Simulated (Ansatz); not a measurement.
C5H7F, SMILES `C=C=C(F)CC`, charge 0, multiplicity 1.

**Question.** Give a relaxed structure at PBE0-D4/def2-TZVP (the Gaussian-basis code of Ansatz). (An estimate is asked.)

**Answer.** The calculation gave: 
```xyz
13

C    -2.0274    0.6647    1.7601
C    -0.9571    0.6979    1.0239
C     0.1223    0.6883    0.2952
F     0.6141    1.8534   -0.1888
C     0.9260   -0.4967   -0.1064
C     0.9567   -0.7051   -1.6160
H    -1.9753    0.7502    2.8423
H    -3.0158    0.5577    1.3213
H     1.9463   -0.3584    0.2703
H     0.5135   -1.3730    0.3970
H     1.3579    0.1732   -2.1241
H     1.5858   -1.5601   -1.8712
H    -0.0470   -0.8920   -2.0035
```
This is one stationary point; other conformers may exist.
